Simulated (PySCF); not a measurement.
Structure problem from calculated spectra and properties.

Formula: C4H4.

| Property | Result |
| --- | --- |
| Rotational structure | rotational constants A, B, C: 29.203, 7.166, 5.754 GHz [PBE0-D3(BJ)/def2-SVP] |
| 1H NMR | chemical shifts (computed TMS as zero) by class: 8.18 (2 H), 3.80 (2 H) ppm [GIAO PBE/pcSseg-2] |
| Couplings | largest of the computed one-bond spin–spin couplings (means over like bonds): 13C–1H +237.2 (×2), 13C–1H +175.9 (×2), 13C–13C +113.9, 13C–13C +45.6, 13C–13C +25.4 (×2) Hz [B3LYP/pcJ-1] |
| 13C NMR | chemical shifts (computed TMS as zero) by class: 145.2 (2 C), 125.8 (1 C), 64.5 (1 C) ppm [GIAO PBE/pcSseg-2] |
| Dipole | 2.07 D [PBE/pcSseg-2] |

Gas-phase values; electronic properties from PySCF, density fitting. Levels stand in brackets. Geometry: PBE0-D3(BJ)/def2-SVP; no solvent, vibrations or thermal averaging. Each NMR value is the plain mean over a class of atoms that symmetry, rotation or inversion makes alike.

Question: Give a SMILES that accounts for the data.

Answer: Numbering: `[CH2:1]=[C:2]1[CH:3]=[CH:4]1`. Its formula, C4H4, gives 3 degrees of unsaturation: 1 ring and 2 π bonds in the structure found. 4 carbons fall into 3 classes; from least to most shielded: alkene CH carbon [C3/C4] (145.2 ppm, 2 C), fully substituted alkene carbon [C2] (125.8 ppm), terminal =CH2 carbon [C1] (64.5 ppm). Hydrogen classes from least to most shielded: 2 H on 2 alkene CH carbons, C3/C4 (8.18 ppm), 2 H on a terminal =CH2 carbon, C1 (3.80 ppm). The couplings run between: +237.2 Hz, alkene CH carbon [C3] and its hydrogen (with 1 like pair); +175.9 Hz, terminal =CH2 carbon [C1] and its hydrogen (with 1 like pair); +113.9 Hz, terminal =CH2 carbon [C1] and fully substituted alkene carbon [C2]; +45.6 Hz, alkene CH carbon [C3] and alkene CH carbon [C4]; +25.4 Hz, fully substituted alkene carbon [C2] and alkene CH carbon [C3] (with 1 like pair). The optimised geometry has point group C2v and is an asymmetric top. Structure: `C=C1C=C1` (methylenecyclopropene). Computed isomers that give other values at the same levels: `C1=CC=C1` (rotational constant A: 16.963 GHz; this holds for the one conformer computed); `C#CC=C` (rotational constant A: 50.800 GHz; this holds for the one conformer computed); `C=C=C=C` (rotational constant A: 143.135 GHz; this holds for the one conformer computed). The assignments are read from this structure; whether some other isomer fits the data as well wasn't checked.
